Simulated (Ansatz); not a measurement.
Reactions of C6H6 (`C=C1C=CC=C1`).

Program: Ansatz. Geometries: PBE0-D4/def2-TZVP. ΔE: electronic, gas phase. CCSD(T)/CBS adds triple-zeta CCSD(T) − MP2 to the extrapolated MP2 energy (def2 sets, frozen cores). This one scheme is used for every species, atoms too. DFT in def2-TZVPP. No spin–orbit coupling; open shells (•) take unrestricted orbitals. Spin–orbit coupling would lower the free atoms: a little for C.

| reaction | B2PLYP (kJ/mol) | CCSD/CBS(def2) (kJ/mol) |
| --- | --- | --- |
| `C=C1C=CC=C1` → `C1=CC2C3C1C23` | 187 | 170 |
| `C=C1C=CC=C1` → `CC#CC#CC` | 137 | 155 |
| `C=C1C=CC=C1` → `C#CC1C=C1C` | 264 | 263 |
| `C=C1C=CC=C1` → `C12C3C1C1C2C31` | 366 | 340 |
| `C=C1C=CC=C1` → 6 C• + 6 H• | 5545 | 5466 |
| `C=C1C=CC=C1` → `C1=CC2C=CC12` | 204 | 187 |

Task: Give the CCSD(T)/CBS values in the same order. (Estimate.)

Result: The calculation gave: 173, 159, 269, 345, 5569, 188 kJ/mol.

Largest T1 diagnostic: 0.012, for `CC#CC#CC`.
